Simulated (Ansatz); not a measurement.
We consider tetradymite Bi2Te3, described by r²SCAN-D4 (Ansatz, an electronic-structure program, plane waves, PAW).

Rigid layers of the crystal as relaxed at this level are moved apart or together:

```tsv
run	layer repeat (Å)	energy against free layers (meV/Å²)	gap on the mesh (eV)
1	9.8633	-7.59	0.390
2	10.013	-11.20	0.429
3	10.163	-13.47	0.501
4	10.363	-15.01	0.625
5	10.663	-15.23	0.828
6	11.163	-12.93	1.078
7	12.163	-7.08	1.186
8	14.163	-2.00	1.243
```

The lowest energy of these points lies at a layer repeat of 10.66 Å.

Spin–orbit coupling is not included.
